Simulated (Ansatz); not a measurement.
# One shape, several levels: BH2F (SMILES BF)

Wanted: a comparison of 6 runs (HF/3-21G, B3LYP/6-31G*, B3LYP/cc-pVTZ, BLYP/cc-pVTZ, RPA@PBE/cc-pVTZ, BCCD(T)/cc-pVTZ) of BH2F. 

The results are computed with Ansatz 0.2.0.

48 further runs of the same task are left out: 48 set aside as unsound or not needed.

## (1) The molecule

The species is BH2F (4 atoms), meant as a singlet with charge 0. SMILES: `BF`. One bond was lengthened or shortened from a relaxed shape.

Bond lengths: B1–F2 1.317 Å, B1–H3 1.377 Å, B1–H4 1.198 Å. Angles: F2–B1–H3 117.8°, F2–B1–H4 117.8°, H3–B1–H4 124.4°.

## (2) The energy at HF/3-21G (run 1)

File molecule.yaml:

```yaml
crystal:
  periodic: [false, false, false]
  atoms:
    - symbol: B
      position_ang: [0.120516, 0.092789, -0.063358]
    - symbol: F
      position_ang: [1.209016, -0.199911, 0.617342]
    - symbol: H
      position_ang: [-1.012500, -0.649100, 0.186200]
    - symbol: H
      position_ang: [0.182016, 0.986389, -0.858158]
basis:
  gaussian:
    orbitals: 3-21G.json
magnetization:
  spin_polarized: false
  initial_magnetization: 0
hamiltonian:
  xc: hf
accuracy: high
output: {orbitals: {seedname: orbitals}}
```

The basis set 3-21G is read from a file made from the Basis Set Exchange's data (not shown).

Command:

```bash
ansatz run molecule.yaml --threads 1 --pin off --max-ram 3480MiB --events-out events.jsonl --progress --plain --runs-dir runs
```

Output:

```text
Warning: RAYON_NUM_THREADS=1 ignored (pool sized by the plan → 1); use --threads N
Functional definition: HF
  name "HF"
  exchange = exact_x
  correlation = 0
429 factors; integrals over basis functions are off by at most 5.8e-9 eV
mean field evaluation 1: about -3390.4769 eV, gradient 2.0e1 eV
mean field evaluation 2: about -3390.4707 eV, gradient 2.0e1 eV
mean field evaluation 4: about -3391.4036 eV, gradient 1.4e0 eV
mean field evaluation 8: about -3391.4128 eV, gradient 3.2e-4 eV
mean field -3391.41277922 eV, -124.6321208541 hartree, gradient 2.2e-8 eV, S^2 0.000000; 0 other end points of the search recorded, 0 dependent functions left out
reference -3391.41277922 eV, -124.6321208541 hartree; 8, 8 occupied and 14, 14 virtual orbitals, 429 factors
Total energy: -3391.41277922 eV, -124.6321208541 hartree
```

Wall time 0.1 s (1 thread of Arm Neoverse V1, shared host).

## (3) The energy at B3LYP/6-31G(d) (Cartesian functions) (run 2)

File run.yaml:

```yaml
crystal:
  periodic: [false, false, false]
  atoms:
    - symbol: B
      position_ang: [0.120516, 0.092789, -0.063358]
    - symbol: F
      position_ang: [1.209016, -0.199911, 0.617342]
    - symbol: H
      position_ang: [-1.012500, -0.649100, 0.186200]
    - symbol: H
      position_ang: [0.182016, 0.986389, -0.858158]
basis:
  gaussian:
    orbitals: "6-31G*"
hamiltonian:
  xc: {name: B3LYP}
accuracy: high
output: {orbitals: {seedname: orbitals}}
```

Command:

```bash
ansatz run run.yaml --threads 1 --pin off --max-ram 3480MiB --events-out events.jsonl --progress --plain --runs-dir runs
```

Output:

```text
Warning: RAYON_NUM_THREADS=1 ignored (pool sized by the plan → 1); use --threads N
Functional definition: B3LYP
  name "B3LYP"
  parameter a0 = 0.2
  parameter ax = 0.72
  parameter ac = 0.81
  exchange = (1 - a0 - ax)*slater_x + ax*b88_x + a0*exact_x
  correlation = (1 - ac)*vwn_rpa_c + ac*lyp_c
668 factors; integrals over basis functions are off by at most 2.9e-9 eV
mean field evaluation 1: about -3425.5956 eV, gradient 2.2e1 eV
mean field evaluation 2: about -3424.6024 eV, gradient 3.5e1 eV
mean field evaluation 4: about -3426.3531 eV, gradient 4.5e-1 eV
mean field evaluation 8: about -3426.3513 eV, gradient 4.6e-4 eV
mean field evaluation 16: about -3426.3513 eV, gradient 1.4e-8 eV
mean field -3426.35133944 eV, -125.9160892602 hartree, gradient 1.4e-8 eV, S^2 0.000000; 0 other end points of the search recorded, 0 dependent functions left out
reference -3426.35136488 eV, -125.9160901948 hartree; 8, 8 occupied and 26, 26 virtual orbitals, 668 factors
Total energy: -3426.35136488 eV, -125.9160901948 hartree
```

Run time: 1 s. Hardware: 1 thread of Arm Neoverse V1, shared host.

Run 3 isn't shown in full; the table further down has it.

## (4) The energy at BLYP/cc-pVTZ (run 4)

File molecule.yaml:

```yaml
crystal:
  periodic: [false, false, false]
  atoms:
    - {symbol: B, position_ang: [0.120516, 0.092789, -0.063358]}
    - {symbol: F, position_ang: [1.209016, -0.199911, 0.617342]}
    - {symbol: H, position_ang: [-1.012500, -0.649100, 0.186200]}
    - {symbol: H, position_ang: [0.182016, 0.986389, -0.858158]}
basis:
  gaussian:
    orbitals: cc-pVTZ
accuracy: high
hamiltonian:
  xc: {name: BLYP}
output:
  orbitals: {seedname: orbitals}
```

Command:

```bash
ansatz run molecule.yaml --threads 1 --pin off --max-ram 3480MiB --events-out events.jsonl --progress --plain --runs-dir runs
```

Output:

```text
Warning: RAYON_NUM_THREADS=1 ignored (pool sized by the plan → 1); use --threads N
Functional definition: BLYP
  name "BLYP"
  parameter beta = 0.0042
  parameter a = 0.04918
  parameter b = 0.132
  parameter c = 0.2533
  parameter d = 0.349
  exchange = b88_x(beta = beta)
  correlation = lyp_c(a = a, b = b, c = c, d = d)
1435 factors; integrals over basis functions are off by at most 2.8e-9 eV
mean field evaluation 1: about -3425.5104 eV, gradient 3.0e1 eV
mean field evaluation 2: about -3423.4260 eV, gradient 5.1e1 eV
mean field evaluation 4: about -3427.0126 eV, gradient 1.5e0 eV
mean field evaluation 8: about -3427.0163 eV, gradient 6.5e-3 eV
mean field evaluation 16: about -3427.0163 eV, gradient 7.1e-8 eV
mean field -3427.01630827 eV, -125.9405264138 hartree, gradient 7.5e-8 eV, S^2 0.000000; 0 other end points of the search recorded, 0 dependent functions left out
reference -3427.01635106 eV, -125.9405279864 hartree; 8, 8 occupied and 80, 80 virtual orbitals, 1435 factors
Total energy: -3427.01635106 eV, -125.9405279864 hartree
```

Wall time 2.4 s (1 thread of Arm Neoverse V1, shared host); peak memory 0.16 GiB.

Run 5 isn't shown in full; the table further down has it.

## (5) The energy at BCCD(T)/cc-pVTZ (run 6)

File in.yaml:

```yaml
crystal:
  periodic: [false, false, false]
  atoms:
    - {symbol: B, position_ang: [0.120516, 0.092789, -0.063358]}
    - {symbol: F, position_ang: [1.209016, -0.199911, 0.617342]}
    - {symbol: H, position_ang: [-1.012500, -0.649100, 0.186200]}
    - {symbol: H, position_ang: [0.182016, 0.986389, -0.858158]}
basis:
  gaussian: {orbitals: cc-pVTZ}
correlation: {method: bccd_t, frozen_orbitals: {B: 1, F: 1, H: 0}}
scf: {omitted_lower_state_checks: [cluster_reference, increment]}
accuracy: high
```

Command:

```bash
ansatz run in.yaml --threads 1 --pin off --max-ram 3480MiB --events-out events.jsonl --progress --plain --runs-dir runs
```

Output, cut to the lines that bear on the results:

```text
Warning: RAYON_NUM_THREADS=1 ignored (pool sized by the plan → 1); use --threads N
[... 2 set-up lines as earlier in the session ...]
[...]
1435 factors; integrals over basis functions are off by at most 2.8e-9 eV
[...]
mean field -3411.24504126 eV, -125.3609430413 hartree, gradient 2.0e-8 eV, S^2 0.000000; 0 other end points of the search recorded, 0 dependent functions left out
2 core orbitals not correlated: weight in the atoms' cores, before any rotation towards them, 1.000 or more for the frozen orbitals, at most 0.000 for the correlated occupied ones
reference -3411.24504126 eV, -125.3609430413 hartree; 6, 6 occupied and 80, 80 virtual orbitals, 1435 factors
second order -9.74700751 eV of doubles, -0.00000000 eV of singles
cycle   1  -9.84783214 eV  change   -1.0e-1 eV  update   7.0e-2
[...]
cycle  20  -10.12113703 eV  change  -3.3e-10 eV  update   1.2e-9
perturbative correction -0.31172511 eV, -0.0114556866 hartree
Total energy: -3421.67790340 eV, -125.7443436533 hartree
Checks for a lower state left out: cluster_reference, increment
```

It took 9.9 s on 1 thread of Arm Neoverse V1, shared host; peak memory 0.62 GiB.

## (6) Overview of the runs

```csv
run,level,Cartesian functions,frozen core orbitals,energy (Eh),HOMO energy (eV),LUMO energy (eV),HOMO–LUMO gap (eV),wall time
1,HF/3-21G,no,–,-124.632121,-12.66,2.92,15.58,0.1 s
2,B3LYP/6-31G* (Cartesian functions),yes,–,-125.916090,-8.63,-0.96,7.68,1 s
3,B3LYP/cc-pVTZ,no,–,-125.971375,-8.89,-1.47,7.41,2.6 s
4,BLYP/cc-pVTZ,no,–,-125.940528,-7.53,-2.15,5.38,2.4 s
5,RPA@PBE/cc-pVTZ,no,2,-125.922379,–,–,–,4.2 s
6,BCCD(T)/cc-pVTZ,no,2,-125.744344,–,–,–,9.9 s
```

## (7) What came out

| quantity | value |
| --- | --- |
| run 6: total energy | -125.74434 Eh |
| run 6: correlation energy (2 core orbitals frozen) | -383.4 mEh |
| run 6: (T) correction | -11.46 mEh |

In words: Over runs 1, 2, 3, 4 the HOMO–LUMO gap runs from 5.38 eV (BLYP/cc-pVTZ) to 15.58 eV (HF/3-21G). The two ends differ in method and basis. Totals of different functionals can't be ranked against each other. All runs together took 20 s, the longest 9.9 s.
